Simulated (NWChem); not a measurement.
System: BCl$_{3}$; SMILES ClB(Cl)Cl

```xyz
4

B      0.0000     0.0000     0.0000
Cl     0.8813     1.5144     0.0000
Cl     0.8709    -1.5204     0.0000
Cl    -1.7522     0.0060     0.0000
```
Atoms are numbered in this order, from 1.

All runs: NWChem. Pople sets run with spherical d functions. Structure relaxed at the B3LYP/6-31G* (spherical d) level. Vzz is the largest principal value of the second derivative of the potential at the nucleus (NWChem prints the opposite sign); η is the asymmetry. Non-relativistic.

Predict the results for PBE0/6-31G*. Quantities: Vzz B1 (a.u.); η B1; Vzz Cl4 (a.u.); η Cl4.


```json
{
 "Vzz B1 (a.u.)": "0.246",
 "η B1": "0.00",
 "Vzz Cl4 (a.u.)": "2.291",
 "η Cl4": "0.51"
}
```
